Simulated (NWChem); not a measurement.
Species: chloroform (CHCl3); SMILES ClC(Cl)Cl

All runs: NWChem. Pople sets run with spherical d functions. Geometry: optimised at B3LYP/6-31G* (spherical d). Level: B3LYP/6-31G* with SMD (1 M gas to 1 M solution), gas-phase geometry.

For solvent n-hexane:

```yaml
solvation free energy (kcal/mol): -4.3
cavity-dispersion-structure term (kcal/mol): -2.9
dipole in solution (D): 1.46
```

Problem. What are these values for solvent water?

Solution. 
| Property | Result |
|---|---|
| solvation free energy (kcal/mol) | -1.5 |
| cavity-dispersion-structure term (kcal/mol) | 1.5 |
| dipole in solution (D) | 1.72 |
